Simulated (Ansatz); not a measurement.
**Relative stability**

The two ends of one reaction step of BNH₆S, closed shell (PBE0-D4/def2-TZVP).

A:

B1  (0.801, -0.912, -0.861)
N2  (1.197, 0.195, -0.134)
H3  (1.584, -1.457, -1.584)
H4  (-0.327, -1.306, -0.751)
H5  (-2.285, 1.522, 0.434)
S6  (-1.840, 0.958, 1.567)
H7  (2.126, 0.577, -0.177)
H8  (0.576, 0.689, 0.491)
H9  (-1.832, -0.266, 1.015)
(Å)

B:

```xyz
9
angstrom
B -0.2228 -0.4521 -0.5422
N 0.8740 0.5249 0.1876
H -0.1230 -0.2089 -1.7206
H 0.0828 -1.5773 -0.2340
H 0.6262 1.4961 0.0186
S -1.9319 0.0896 0.0559
H 1.8162 0.3589 -0.1574
H 0.8666 0.3819 1.1932
H -1.9883 -0.6131 1.1989
```

Program: Ansatz 0.2.0. Basis: def2-TZVPP. Cores are frozen in the correlated methods. B3LYP uses VWN-RPA correlation.

Task: Which structure is lower at CCSD(T), and by how much? (To be estimated.)

Result: By the calculation: B, by 0.280 eV (electronic energy, against the other). By their contacts, A is a complex of BNH₄ ([BH2][NH2]) + H₂S and B is BNH₆S ([NH3][BH2][SH]).

Task: Do the other methods give the same order? (Judge from chemistry; the calculation decides.)

Result: The calculation gives: Not all: HF gives the other order.

```tsv
method	E(B) − E(A) (eV)
SPW92	-0.603
PBE-D4	-0.375
BLYP-D4	-0.130
r2SCAN-D4	-0.360
B97M-V	-0.284
PBE0-D4	-0.415
B3LYP-D4	-0.177
r2SCAN0-D4	-0.393
BHLYP-D4	-0.199
CAM-B3LYP-D4	-0.194
wB97X-V	-0.302
wB97M-V	-0.276
B2PLYP	-0.196
PBE-QIDH	-0.429
RPA on PBE	-0.193
HF	0.033
MP2	-0.358
CCSD	-0.242
CCSD(T)	-0.280
```

No T1 diagnostic of these runs exceeds 0.012.

Labels in which every atom is bracketed show which atoms are joined, not bond orders.

For scale, one of the runs: CCSD(T)/def2-TZVPP, 188 basis functions, launched by `ansatz run in.yaml --threads 2 --pin off --events-out ev --progress --plain --max-ram 4352MiB`. Time: 38 s of wall clock on 2 CPU threads of an Arm Neoverse V1; the host was shared. Peak host memory: 1.9 GiB.
